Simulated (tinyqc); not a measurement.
Inside a calculation. Method: CIS and TDHF on RHF in the sto-3g basis, for H2O, spin multiplicity 1. One step of it, computed by the program tinyqc.

Problem. CIS matrix, singlets. A(ia,jb) = (e_a - e_i) d_ij d_ab + 2 (ia|jb) - (ij|ab).

orbital energies (hartree): MO1 -20.256544, MO2 -1.189964, MO3 -0.539996, MO4 -0.412005, MO5 -0.381088, MO6 0.427830, MO7 0.573455

Two-electron integrals over orbitals (pq|rs), unique and non-zero (hartree):
```
(11|11) 4.747028    (21|11) -0.432024   (21|21) 0.062062    (22|11) 1.024750
(22|21) -0.015814   (22|22) 0.723535    (31|31) 0.010146    (32|31) 0.016233
(32|32) 0.127805    (33|11) 0.745467    (33|21) -0.004639   (33|22) 0.604177
(33|33) 0.581145    (41|11) 0.154125    (41|21) -0.020580   (41|22) 0.011269
(41|33) 0.005037    (41|41) 0.023709    (42|11) -0.143330   (42|21) 0.007506
(42|22) -0.028749   (42|33) 0.003894    (42|41) 0.019552    (42|42) 0.130641
(43|31) -0.001993   (43|32) 0.030466    (43|43) 0.056007    (44|11) 0.937186
(44|21) -0.011067   (44|22) 0.664018    (44|33) 0.558208    (44|41) -0.008855
(44|42) -0.094341   (44|44) 0.701597    (51|51) 0.025956    (52|51) 0.033421
(52|52) 0.151884    (53|53) 0.025468    (54|51) -0.011093   (54|52) -0.041471
(54|54) 0.046862    (55|11) 1.115359    (55|21) -0.012252   (55|22) 0.756672
(55|33) 0.591474    (55|41) 0.004323    (55|42) -0.077963   (55|44) 0.690971
(55|55) 0.880159    (61|11) -0.194907   (61|21) 0.029511    (61|22) -0.003102
(61|33) 0.000280    (61|41) 0.003451    (61|42) 0.020246    (61|44) -0.014779
(61|55) -0.005354   (61|61) 0.024429    (62|11) 0.259682    (62|21) -0.006297
(62|22) 0.127161    (62|33) 0.059969    (62|41) 0.018108    (62|42) 0.034816
(62|44) 0.064175    (62|55) 0.138432    (62|61) 0.009251    (62|62) 0.091945
(63|31) 0.002145    (63|32) -0.042143   (63|43) -0.041694   (63|63) 0.081968
(64|11) 0.271787    (64|21) -0.003538   (64|22) 0.131934    (64|33) 0.046670
(64|41) 0.002061    (64|42) -0.042443   (64|44) 0.132569    (64|55) 0.151515
(64|61) -0.001035   (64|62) 0.062315    (64|64) 0.097368    (65|51) 0.012973
(65|52) 0.050971    (65|54) 0.006460    (65|65) 0.033336    (66|11) 0.756965
(66|21) -0.007251   (66|22) 0.579266    (66|33) 0.538138    (66|41) 0.017120
(66|42) 0.048115    (66|44) 0.535037    (66|55) 0.565532    (66|61) 0.008100
(66|62) 0.085093    (66|64) 0.051245    (66|66) 0.567753    (71|31) 0.014184
(71|32) 0.021686    (71|43) -0.002821   (71|63) 0.002500    (71|71) 0.019856
(72|31) 0.014942    (72|32) 0.058065    (72|43) -0.026797   (72|63) 0.027774
(72|71) 0.019985    (72|72) 0.070486    (73|11) 0.373897    (73|21) -0.006901
(73|22) 0.172364    (73|33) 0.087885    (73|41) -0.000089   (73|42) -0.072208
(73|44) 0.146628    (73|55) 0.206308    (73|61) -0.005245   (73|62) 0.068112
(73|64) 0.100990    (73|66) 0.043653    (73|73) 0.158668    (74|31) -0.007566
(74|32) -0.068826   (74|43) -0.014453   (74|63) 0.057552    (74|71) -0.010615
(74|72) -0.017936   (74|74) 0.068642    (75|53) 0.024001    (75|75) 0.025886
(76|31) 0.007509    (76|32) 0.086217    (76|43) 0.064652    (76|63) -0.072953
(76|71) 0.010317    (76|72) -0.000662   (76|74) -0.059498   (76|76) 0.115026
(77|11) 0.845873    (77|21) -0.009207   (77|22) 0.609329    (77|33) 0.575636
(77|41) 0.003394    (77|42) -0.021927   (77|44) 0.579087    (77|55) 0.611756
(77|61) -0.003901   (77|62) 0.060833    (77|64) 0.055202    (77|66) 0.541740
(77|73) 0.103677    (77|77) 0.596007
```

Give: CIS matrix A, singlet.

Solution.

CIS matrix A, singlet (hartree), lower triangle:
```
         1>6      1>7     2>6      2>7     3>6     3>7     4>6     4>7
1>6  19.9763
1>7   0.0000  20.0238
2>6   0.0258   0.0000  1.2224
2>7   0.0000   0.0492  0.0000   1.2951
3>6   0.0000  -0.0025  0.0000  -0.0307  0.5936
3>7  -0.0180   0.0000  0.0500   0.0000  0.0000  0.8552
4>6  -0.0192   0.0000  0.0765   0.0000  0.0000  0.1373  0.4995
4>7   0.0000  -0.0246  0.0000  -0.0139  0.0505  0.0000  0.0000  0.5437
5>6   0.0000   0.0000  0.0000   0.0000  0.0000  0.0000  0.0000  0.0000
5>7   0.0000   0.0000  0.0000   0.0000  0.0000  0.0000  0.0000  0.0000

        5>6     5>7
5>6  0.3101
5>7  0.0000  0.3946
```
